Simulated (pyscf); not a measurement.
PySCF, gas phase, ωB97X-D3(BJ)/def2-SVP geometries.

**Question.** Estimate by transition-state theory the rate constant of PH₃ + silanol (HO–SiH₃) → HO–SiH₂–PH₂ + hydrogen (H₂) (singlet surface; H–P, H–Si broken, P–Si, H–H formed) at 1200 K, with ωB97M-D3(BJ)/def2-TZVP energies (ideal gas, 1 atm, RRHO with modes under 100 cm⁻¹ raised to 100, one conformer, R ln 2 for chiral ones without a mode under 150 cm⁻¹; no tunnelling).

**Answer.** The electronic barrier is 58.8 kcal/mol and the thermal terms add +39.8, so ΔG‡ = 98.6 kcal/mol. With k_BT/h = 2.50e+13 s⁻¹ and RT = 2.385 kcal/mol, and a volume of 1.64e-19 cm³ per molecule at 1 atm, k = 4.5e-24 cm³ molecule⁻¹ s⁻¹. Wigner's tunnelling factor for 1611i cm⁻¹ would be 1.16. A shift of 1 kcal/mol in the barrier changes k by a factor 1.5. On the reactant side the descent ends in a complex, 4.2 kcal/mol under the separated species and 59.7 kcal/mol under the saddle at ωB97X-D3(BJ)/def2-TZVP. At ωB97X-D3(BJ)/def2-TZVP the barrier from the zero used here is 55.5 kcal/mol. This is the saddle that the search found; another between the same sides may lie lower.
